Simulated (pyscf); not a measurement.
## Four-centre exchange: H₃Si–AsH₂ + water (H₂O) -> HO–AsH–SiH₃ + hydrogen (H₂)

Gas phase, singlet surface, charge 0. Bonds broken: As1–H3, O8–H9. Bonds formed: As1–O8, H3–H9. Single points on ωB97X-D3(BJ)/def2-SVP structures (PySCF, gas phase).

Transition state (Å):

```xyz
10

As    -0.9177     0.9803     0.0402
Si    -0.4981    -1.2943    -0.5689
H     -0.1668     2.1804     1.4572
H      0.3745     1.4284    -0.6202
H     -0.7395    -1.4207    -2.0410
H      0.8960    -1.7296    -0.2758
H     -1.4607    -2.1896     0.1384
O     -0.3595     0.1051     1.8941
H     -0.1368     1.2514     1.9862
H     -1.1600    -0.1111     2.4043
```

One imaginary mode, 1631i cm⁻¹; descent along it reached the two sides named.

```csv
bond,change,reactant side (Å),saddle,product side
As1–H3,breaks,1.518,2.003,3.9
O8–H9,breaks,0.965,1.171,2.364
As1–O8,forms,3.1,2.125,1.823
H3–H9,forms,2.8,1.070,0.763
```

Electronic energies relative to the separated reactants (eV):

```tsv
level	barrier	reaction energy	reverse barrier
ωB97X-D3(BJ)/def2-TZVP	2.79	+0.56	2.24
PBE/def2-TZVP	2.36	+0.56	1.80
r²SCAN/def2-TZVP	2.57	+0.56	2.01
B3LYP-D3(BJ)/def2-TZVP	2.63	+0.54	2.09
PBE0-D3(BJ)/def2-TZVP	2.64	+0.65	1.99
M06-2X/def2-TZVP	2.77	+0.49	2.27
ωB97M-D3(BJ)/def2-TZVP	2.77	+0.62	2.15
HF/def2-TZVP	3.77	+0.74	3.03
```

With ωB97M-D3(BJ)/def2-TZVP energies and thermal terms (ideal gas, 1 atm, RRHO with modes under 100 cm⁻¹ raised to 100, one conformer, R ln 2 for chiral ones without a mode under 150 cm⁻¹), in eV:

```csv
T (K),ΔH‡,ΔG‡,ΔH,ΔG
298,2.64,3.10,+0.50,+0.58
600,2.65,3.57,+0.55,+0.65
900,2.69,4.01,+0.59,+0.69
1200,2.73,4.45,+0.62,+0.72
```

The same reactants have a lower exit, to HO–SiH₂–AsH₂ + H₂ (barrier +1.54 eV at ωB97M-D3(BJ)/def2-TZVP, against +2.77 eV here). HO–AsH–SiH₃ lies 1.29 eV over its isomer HO–SiH₂–AsH₂ (electronic energy, ωB97M-D3(BJ)/def2-TZVP). One saddle was located; it need not be the lowest between these sides. Elements up to Kr have no core potential and no relativistic terms here.
